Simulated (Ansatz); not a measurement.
Harmonic vibrations of `C#[O+]` by finite differences.

```yaml
crystal:
  periodic: [false, false, false]
  atoms:
    - {symbol: C, position_ang: [-0.000018, -0.000647, -0.000032]}
    - {symbol: O, position_ang: [0.165192, 1.066446, 0.208329]}
    - {symbol: H, position_ang: [-0.165173, -1.065799, -0.208297]}
basis:
  gaussian: {orbitals: def2-TZVP}
total_charge: 1
hamiltonian: {xc: pbe0, dispersion: d4}
phonons: {temperatures: {t_min: 298.15, t_max: 900, t_step: 200}}
```

```sh
$ ansatz run in.yaml --threads 2 --pin off --events-out ev --progress --plain --max-ram 22528MiB --backend cpu
```

It prints (some lines left out):

```
Functional definition: PBE0
mean field -3087.58306156 eV, -113.4665846735 hartree, gradient 4.0e-5 eV, S^2 0.000000; 0 other end points of the search recorded, 0 dependent functions left out
mean field -3087.58303256 eV, -113.4665836077 hartree, gradient 6.4e-7 eV, S^2 0.000000; 0 other end points of the search recorded, 0 dependent functions left out
mean field -3087.58303993 eV, -113.4665838786 hartree, gradient 6.4e-7 eV, S^2 0.000000; 0 other end points of the search recorded, 0 dependent functions left out
mean field -3087.58303625 eV, -113.4665837432 hartree, gradient 6.4e-7 eV, S^2 0.000000; 0 other end points of the search recorded, 0 dependent functions left out
mean field -3087.58303625 eV, -113.4665837432 hartree, gradient 6.4e-7 eV, S^2 0.000000; 0 other end points of the search recorded, 0 dependent functions left out
mean field -3087.58248121 eV, -113.4665633459 hartree, gradient 6.4e-7 eV, S^2 0.000000; 0 other end points of the search recorded, 0 dependent functions left out
mean field -3087.58248574 eV, -113.4665635122 hartree, gradient 6.5e-7 eV, S^2 0.000000; 0 other end points of the search recorded, 0 dependent functions left out
mean field -3087.58305709 eV, -113.4665845089 hartree, gradient 6.4e-7 eV, S^2 0.000000; 0 other end points of the search recorded, 0 dependent functions left out
mean field -3087.58305340 eV, -113.4665843736 hartree, gradient 6.4e-7 eV, S^2 0.000000; 0 other end points of the search recorded, 0 dependent functions left out
mean field -3087.58305525 eV, -113.4665844413 hartree, gradient 6.4e-7 eV, S^2 0.000000; 0 other end points of the search recorded, 0 dependent functions left out
mean field -3087.58305525 eV, -113.4665844413 hartree, gradient 6.4e-7 eV, S^2 0.000000; 0 other end points of the search recorded, 0 dependent functions left out
mean field -3087.58259966 eV, -113.4665676990 hartree, gradient 6.5e-7 eV, S^2 0.000000; 0 other end points of the search recorded, 0 dependent functions left out
mean field -3087.58259290 eV, -113.4665674504 hartree, gradient 6.4e-7 eV, S^2 0.000000; 0 other end points of the search recorded, 0 dependent functions left out
mean field -3087.58305707 eV, -113.4665845083 hartree, gradient 6.4e-7 eV, S^2 0.000000; 0 other end points of the search recorded, 0 dependent functions left out
mean field -3087.58305338 eV, -113.4665843727 hartree, gradient 6.4e-7 eV, S^2 0.000000; 0 other end points of the search recorded, 0 dependent functions left out
mean field -3087.58305522 eV, -113.4665844405 hartree, gradient 6.4e-7 eV, S^2 0.000000; 0 other end points of the search recorded, 0 dependent functions left out
mean field -3087.58305522 eV, -113.4665844405 hartree, gradient 6.4e-7 eV, S^2 0.000000; 0 other end points of the search recorded, 0 dependent functions left out
mean field -3087.58295689 eV, -113.4665808267 hartree, gradient 6.4e-7 eV, S^2 0.000000; 0 other end points of the search recorded, 0 dependent functions left out
mean field -3087.58295910 eV, -113.4665809080 hartree, gradient 6.5e-7 eV, S^2 0.000000; 0 other end points of the search recorded, 0 dependent functions left out
Total energy: -3087.59180086 eV, -113.4669058368 hartree
Atom 0 at    -0.000018    -0.000647    -0.000032 Å, force    -0.000952     0.000277    -0.001093 eV/Å
Atom 1 at     0.165192     1.066446     0.208329 Å, force     0.000485    -0.000079     0.000558 eV/Å
Atom 2 at    -0.165173    -1.065799    -0.208297 Å, force     0.000467    -0.000199     0.000535 eV/Å
Dipole moment:    -0.116419    -0.751637    -0.146822 e Å
Vibrations: 874.69 874.69 2290.84 3226.79 cm⁻¹, zero-point energy 0.450497 eV
```

It took 3.3 s on 2 threads of an AMD EPYC 7R13 on a shared host, with 0.17 GiB of host memory at the peak.
